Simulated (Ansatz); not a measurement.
# H3OSi: the cost of one run

Program: Ansatz 0.2.0. Level of theory: UKS PBE-D4/def2-SVP. These are calculated values, not measurements.

## Step 1: The structure to begin with

Bond lengths: O1–Si2 1.639 Å, O1–H3 0.952 Å, Si2–H4 1.458 Å, Si2–H5 1.448 Å. Angles: O1–Si2–H4 110.9°, O1–Si2–H5 101.7°, H4–Si2–H5 117.6°, Si2–O1–H3 122.7°.

Structure file:

```xyz
5

O     0.5573   -0.4338    0.7985
Si    0.0019    0.3419   -0.5339
H     0.7257   -1.3707    0.8148
H    -1.2448   -0.2536   -1.0008
H    -0.0401    1.7160   -0.0786
```

## Step 2: End point A

input.yaml

```yaml
crystal:
  periodic: [false, false, false]
  atoms:
    - { symbol: O, position_ang: [0.55731, -0.43376, 0.79846] }
    - { symbol: Si, position_ang: [0.00193, 0.34195, -0.53394] }
    - { symbol: H, position_ang: [0.72569, -1.37066, 0.8148] }
    - { symbol: H, position_ang: [-1.24482, -0.25358, -1.00076] }
    - { symbol: H, position_ang: [-0.04011, 1.71604, -0.07856] }
magnetization:
  spin_polarized: true
  initial_magnetization: 1
basis:
  gaussian: { orbitals: def2-SVP }
hamiltonian:
  xc: pbe
  dispersion: d4
relax:
  f_tol: 0.02
  max_steps: 50
```

Started as:

```sh
$ ansatz run input.yaml --threads 1 --pin off --max-ram 2048MiB --backend cpu --events-out ev --progress --plain --runs-dir out
```

What time and memory should one allow on 1 thread of an x86-64 CPU, shared host?

About 5 s, with a peak of 0.13 GiB.
